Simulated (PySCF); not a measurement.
Molecule: SMILES C1(=O)[C@H](C)CC1, C₅H₈O.

Geometry (Å), atoms numbered from 1 in this order:
```xyz
14

C    -1.7150   -0.1454    0.4038
C    -0.4663   -0.1568   -0.4646
C     0.7776   -0.8866    0.0904
C     1.5961    0.4137   -0.0087
C     0.3432    1.1302   -0.4648
O     0.0810    2.2733   -0.6999
H    -2.1549   -1.1396    0.4484
H    -1.4709    0.1736    1.4149
H    -2.4478    0.5449   -0.0069
H    -0.7282   -0.4623   -1.4803
H     1.1418   -1.7052   -0.5256
H     0.6449   -1.2421    1.1095
H     2.0144    0.7926    0.9220
H     2.3834    0.4092   -0.7605
```

Frames of a GFN2-xTB Langevin trajectory at 400 K; GIAO PBE0/pcSseg-1 shieldings in PySCF 2.14.0 with density-fitted response routines, gas phase, non-relativistic; equivalent atoms averaged within each frame.

Chemical shifts δ = σref − σ; ¹³C (σ = 186.93 ppm), ¹H (σ = 31.72 ppm) vs TMS; ¹⁷O (σ = 336.08 ppm) vs H2O, all at this level. The references are static minima.

How do the shifts (ppm) fluctuate along the trajectory?

Answers


```tsv
time (fs)	C5	C2	C4	C3	C1	O6	H10	H14	H11	H12
optimised geometry	218.5	57.2	45.2	19.5	17.7	668.6	3.20	3.06	2.13	1.42
250	206.7	68.5	36.9	21.1	16.5	603.9	5.82	3.05	2.02	1.82
425	222.1	55.4	51.1	14.7	20.2	680.6	3.99	1.37	1.57	1.95
625	206.7	51.7	54.9	23.1	17.0	616.6	3.72	3.41	2.17	2.25
800	227.9	50.6	43.5	23.4	22.1	698.1	3.44	3.88	3.15	1.86
1000	214.7	51.7	47.8	22.0	17.8	639.2	1.75	3.01	2.83	2.25
mean of frames	215.6	55.6	46.9	20.8	18.7	647.7	3.74	2.95	2.35	2.03
standard deviation	9.4	7.4	7.0	3.5	2.4	40.5	1.45	0.94	0.64	0.21
```

5 frames give an uncertainty of the mean of about the standard deviation over 2.2 at best, since frames this close in time may not be independent; classical motion lacks zero-point vibration, and the reference would need the same averaging.
